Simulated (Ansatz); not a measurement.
## Zinc-blende GaSb: smallest direct gap on the k points sampled by level of theory

No measured value is used here.

```
level (code)                   value (eV)  cell (Å³/atom)
-----------------------------  ----------  --------------
LDA (Ansatz)                         0.07           27.66
PBE (Ansatz)                         0.11           28.32
r²SCAN+SOC (Ansatz)                  0.33           28.32
B3LYP (VWN-RPA form) (Ansatz)           …           28.32
Hartree–Fock (Ansatz)                6.54           28.32
```

Question: What belongs in the gaps?

Answer: 
- B3LYP (VWN-RPA form) (Ansatz, a first-principles code), value (eV): 0.93

At these levels the smallest gap is indirect and lower: Hartree–Fock 6.01 eV. Computed values are for a static lattice. Levels without +SOC have no spin–orbit coupling; where heavier elements are present it shifts gaps, mostly down, and can invert bands.  Values are at the measured cell; LDA at the level's own equilibrium cell. Cutoffs and k meshes differ between the levels. Ansatz's density-functional and Hartree–Fock values are scalar-relativistic unless marked +SOC, with PAW data made under PBE.
